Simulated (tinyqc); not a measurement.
RHF in the sto-6g basis, for H2F+, spin multiplicity 1, step by step. One step of it, computed by the program tinyqc.

Problem. Iteration 1: diagonalisation and new density. Diagonalise F' = X^T F X, C = X C', fill 5 alpha and 5 beta electrons from the bottom; D = 2 C_occ C_occ^T. Each column has its largest component positive (the first on a tie).

Fock matrix F (hartree), lower triangle:
```
             1F 1s      1F 2s     1F 2px     1F 2py     1F 2pz      2H 1s      3H 1s
1F 1s   -25.816700
1F 2s    -6.303599  -2.957148
1F 2px    0.000000   0.000000  -0.466463
1F 2py    0.000000   0.000000   0.000000  -0.562031
1F 2pz   -0.010188  -0.152526   0.000000   0.000000  -0.518672
2H 1s    -0.880509  -0.797225   0.000000  -0.297496  -0.259087  -0.530338
3H 1s    -0.880509  -0.797225   0.000000   0.297496  -0.259087  -0.240928  -0.530338
```

X, lower triangle:
```
            1F 1s      1F 2s    1F 2px     1F 2py     1F 2pz      2H 1s     3H 1s
1F 1s    1.022227
1F 2s   -0.129740   1.113602
1F 2px   0.000000   0.000000  1.000000
1F 2py   0.000000   0.000000  0.000000   1.047333
1F 2pz  -0.004549   0.044959  0.000000   0.000000   1.021854
2H 1s    0.014706  -0.178156  0.000000  -0.137957  -0.086925   1.087191
3H 1s    0.014706  -0.178156  0.000000   0.137957  -0.086925  -0.063849  1.087191
```

Give: F' = X^T F X; orbital energies; coefficients C; D after iteration 1.

Solution.

F' = X^T F X (hartree), lower triangle:
```
          1        2        3        4        5        6        7
1  -25.4021
2   -3.1650  -1.7859
3    0.0000   0.0000  -0.4665
4    0.0000   0.0000   0.0000  -0.4556
5   -0.0126  -0.0726   0.0000   0.0000  -0.4680
6   -0.1188  -0.3120   0.0000  -0.2428  -0.1708  -0.2765
7   -0.1188  -0.3120   0.0000   0.2428  -0.1708  -0.0607  -0.2765
```

orbital energies (hartree): MO1 -25.8209, MO2 -1.5361, MO3 -0.6994, MO4 -0.5585, MO5 -0.4665, MO6 -0.0777, MO7 0.0280

coefficients C:
```
            MO1      MO2      MO3      MO4     MO5      MO6      MO7
1F 1s    0.9966  -0.2396   0.0000   0.0748  0.0000   0.0771   0.0000
1F 2s    0.0148   0.9572   0.0000  -0.3829  0.0000  -0.5093   0.0000
1F 2px   0.0000   0.0000   0.0000   0.0000  1.0000   0.0000   0.0000
1F 2py   0.0000   0.0000   0.7410   0.0000  0.0000   0.0000   0.7655
1F 2pz   0.0013   0.1419   0.0000   0.8233  0.0000  -0.6028   0.0000
2H 1s   -0.0024   0.0748   0.3588   0.2708  0.0000   0.6958  -0.7435
3H 1s   -0.0024   0.0748  -0.3588   0.2708  0.0000   0.6958   0.7435
```

D after iteration 1, lower triangle:
```
          1F 1s    1F 2s  1F 2px   1F 2py  1F 2pz    2H 1s   3H 1s
1F 1s    2.1126
1F 2s   -0.4865   2.1262
1F 2px   0.0000   0.0000  2.0000
1F 2py   0.0000   0.0000  0.0000   1.0981
1F 2pz   0.0576  -0.3588  0.0000   0.0000  1.3960
2H 1s   -0.0002  -0.0643  0.0000   0.5317  0.4672   0.4153
3H 1s   -0.0002  -0.0643  0.0000  -0.5317  0.4672  -0.0995  0.4153
```
